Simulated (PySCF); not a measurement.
# Highest orbital energy against ionisation energy along group 13

Calculated with PySCF 2.14, no spin-orbit coupling. Each cell gives −ε(HOMO) / ΔSCF in eV; NIST values include spin-orbit coupling, (s) semi-empirical, (t) theoretical.

```
                                                          species            UHF            LDA            PBE           PBE0         r2SCAN  NIST (lowest levels)
                                B (def2-QZVPPD, non-relativistic)  8.676 / 8.043  4.108 / 8.645  4.165 / 8.671  5.372 / 8.646  4.588 / 8.766                 8.298
                               Al (def2-QZVPPD, non-relativistic)  5.946 / 5.609  3.009 / 6.036  3.088 / 6.078  3.906 / 6.098  3.341 / 6.174                 5.986
                               Ga (def2-QZVPPD, non-relativistic)  5.870 / 5.571  2.960 / 6.079  2.964 / 6.003  3.801 / 6.024  3.220 / 6.150                 5.999
In (def2-QZVPPD with the def2 core potential (28 electrons), ECP)  5.486 / 5.219  2.855 / 5.716  2.823 / 5.591  3.594 / 5.621  3.053 / 5.717                 5.786
Tl (def2-QZVPPD with the def2 core potential (60 electrons), ECP)  5.251 / 5.014  2.763 / 5.584  2.694 / 5.426  3.436 / 5.442  2.907 / 5.505                 6.108
```

How far is −ε(HOMO) from ΔSCF on average for each method, and why?

UHF 0.35 eV; LDA -3.27 eV; PBE -3.21 eV; PBE0 -2.34 eV; r2SCAN -3.04 eV. Hartree-Fock orbital energies lack relaxation and so exceed the ΔSCF value; semilocal functionals have convex E(N) from self-interaction, so their HOMO lies far too high; exact exchange moves hybrids part of the way back.
